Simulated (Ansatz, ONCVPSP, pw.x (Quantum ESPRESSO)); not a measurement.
## What a changed setting does to a pw.x run (bcc Tl)

Potential: optimised norm-conserving Vanderbilt (ONCV), ONCVPSP 4.0.1.1 (patched build), LDA (Perdew-Wang 92); core [Xe] 4f14, reference 5d10 6s2 6p1; waves: 6s: rc 1.65 bohr, ncon 3, nbas 7, qcut 3.5 1/bohr, 2 projectors, debl 3.8 Ha; 6p: rc 2.90 bohr, ncon 4, nbas 7, qcut 2.8 1/bohr, 1 projector; 5d: rc 2.05 bohr, ncon 4, nbas 7, qcut 7.7 1/bohr, 2 projectors, debl 3 Ha; local part: polynomial inside 1.45 bohr (lpopt 1, dvloc0 2 Ha); core correction: polynomial model core, fcfact 0.3.

The reference run (k-mesh 12³, cutoffs 140/560 Ry, Fermi–Dirac 0.01 Ry, mixing_beta 0.4, conv_thr 1e-9, no spin) gives -0.88 GPa at 27.495 Å³/atom, where all-electron LAPW gives -0.27 GPa. This run, with its own iteration cap, changes diagonalization to rmm-davidson.

```
&control
  calculation='scf', prefix='x', pseudo_dir='./', outdir='./tmp', tstress=.true., disk_io='none'
/
&system
  ibrav=0, nat=1, ntyp=1, ecutwfc=140, ecutrho=560, nbnd=14,
  occupations='smearing', smearing='fd', degauss=0.01
/
&electrons
  conv_thr=1e-09, mixing_beta=0.4, electron_maxstep=50, diagonalization='rmm-davidson'
/
ATOMIC_SPECIES
Tl 1.0 Tl.UPF
CELL_PARAMETERS angstrom
  -1.90136098 1.90136098 1.90136098
  1.90136098 -1.90136098 1.90136098
  1.90136098 1.90136098 -1.90136098
ATOMIC_POSITIONS crystal
Tl 0.0000 0.0000 0.0000
K_POINTS automatic
12 12 12 0 0 0
```

```bash
pw.x < Tl.scf.in > Tl.scf.out
```

Q: How does the run end?

A: It converges in 8 iterations; the free energy moves by +0.0 meV/atom and the pressure by -0.01 GPa. The result is that of the reference run.

```
Message from routine setup:
     using ibrav=0 with symmetry is DISCOURAGED, use correct ibrav instead
     lattice parameter (alat)  =       6.2233  a.u.
     unit-cell volume          =     185.5455 (a.u.)^3
     number of electrons       =        13.00
     number of Kohn-Sham states=           14
     kinetic-energy cutoff     =     140.0000  Ry
     charge density cutoff     =     560.0000  Ry
     scf convergence threshold =      1.0E-09
     Exchange-correlation= SLA  PW   NOGX NOGC
     number of k points=    72  Fermi-Dirac smearing, width (Ry)=  0.0100
     iteration #  1     ecut=   140.00 Ry     beta= 0.40
     total energy              =    -115.14536127 Ry
     estimated scf accuracy    <       0.00775121 Ry
     iteration #  2     ecut=   140.00 Ry     beta= 0.40
     total energy              =    -115.14607390 Ry
     estimated scf accuracy    <       0.00055478 Ry
     iteration #  3     ecut=   140.00 Ry     beta= 0.40
     total energy              =    -115.14615822 Ry
     estimated scf accuracy    <       0.00004961 Ry
     [... 2 iterations left out ...]
     iteration #  6     ecut=   140.00 Ry     beta= 0.40
     total energy              =    -115.14617157 Ry
     estimated scf accuracy    <       0.00000014 Ry
     iteration #  7     ecut=   140.00 Ry     beta= 0.40
     total energy              =    -115.14617159 Ry
     estimated scf accuracy    <       0.00000001 Ry
     iteration #  8     ecut=   140.00 Ry     beta= 0.40
     the Fermi energy is    10.9472 ev
!    total energy              =    -115.14617160 Ry
     estimated scf accuracy    <          4.5E-10 Ry
     smearing contrib. (-TS)   =      -0.00221330 Ry
     The total energy is F=E-TS. E is the sum of the following terms:
     one-electron contribution =     -18.08639738 Ry
     hartree contribution      =      19.80456978 Ry
     xc contribution           =     -31.27604180 Ry
     ewald contribution        =     -85.58608890 Ry
     convergence has been achieved in   8 iterations
          total   stress  (Ry/bohr**3)                   (kbar)     P=       -8.88
     Message from routine punch:
     Nothing written, as per user request (disk_io='none')
```

The run took about 49 s on one core of a shared host (Intel(R) Xeon(R) 6975P-C, 192 threads, 1512 GiB, load 170).
